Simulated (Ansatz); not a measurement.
# BFH₃Si radical (SMILES [BH][SiH2]F): single points off equilibrium

One table from this session's results is given with a row withheld; the runs are named, their logs left out.

Method: single points in def2-TZVPP; program: Ansatz 0.2.0, Gaussian basis.

Cores are frozen in the correlated methods. Orbitals are unrestricted.

## Starting geometry

SMILES `[BH][SiH2]F`, 6 atoms, charge 0, spin multiplicity 2.

Atoms are counted from 1 here; the program's logs count them from 0.

Bond lengths: B1–Si2 2.044 Å, B1–H4 1.216 Å, Si2–F3 1.621 Å, Si2–H5 1.456 Å, Si2–H6 1.462 Å. Angles: Si2–B1–H4 138.7°, B1–Si2–F3 113.6°, B1–Si2–H5 102.4°, B1–Si2–H6 103.3°, F3–Si2–H5 112.9°, F3–Si2–H6 111.9°, H5–Si2–H6 111.9°.

As a file:

```csv
atom,x (Å),y (Å),z (Å)
B1,-1.29201,0.23432,-0.73872
Si2,0.49155,0.10026,0.25111
F3,0.89906,-1.41739,0.64921
H4,-2.25829,-0.46398,-0.97731
H5,1.42012,0.70846,-0.69189
H6,0.28523,0.93777,1.43153
```

Set-up of the first run:

Input file run/in.yaml:

```yaml
crystal:
  periodic: [false, false, false]
  atoms:
    - {symbol: B, position_ang: [-1.292008, 0.234323, -0.738715]}
    - {symbol: Si, position_ang: [0.491549, 0.100264, 0.251113]}
    - {symbol: F, position_ang: [0.899063, -1.417389, 0.649208]}
    - {symbol: H, position_ang: [-2.258291, -0.463984, -0.977311]}
    - {symbol: H, position_ang: [1.420118, 0.708461, -0.691886]}
    - {symbol: H, position_ang: [0.285231, 0.937771, 1.431533]}
basis:
  gaussian: {orbitals: def2-TZVPP}
magnetization: {spin_polarized: true, initial_magnetization: 1}
hamiltonian: {xc: pbe, dispersion: d4}
output: {forces: true}
```

The run is started by

```bash
$ ansatz run in.yaml --threads 2 --pin off --events-out ev --progress --plain --max-ram 3481MiB
```

Steps of the session up to this table: PBE-D4/def2-TZVPP; r2SCAN-D4/def2-TZVPP; PBE0-D4/def2-TZVPP; wB97M-V/def2-TZVPP; CCSD(T)/def2-TZVPP.

One table of the session follows, with a row left open; its other results are not shown here.

```
   method  RMS force component (eV/Å)  angle to CCSD(T) forces (°)  dipole (D)
   PBE-D4                           ?                            ?           ?
r2SCAN-D4                       0.581                          6.8        0.78
  PBE0-D4                       0.577                          6.4        0.82
  wB97M-V                       0.561                          9.8        0.77
  CCSD(T)                       0.534                    reference        0.74
```

Q: Estimate the row for PBE-D4 from the others.

The run gave: RMS force component (eV/Å): 0.587; angle to CCSD(T) forces (°): 23.1; dipole (D): 0.73. In the column «RMS force component (eV/Å)» it is the highest.

Limits of these values: CCSD(T) in triple zeta still lacks some correlation energy of the bonds, so part of these gaps is its own basis error and they don't rank the functionals.
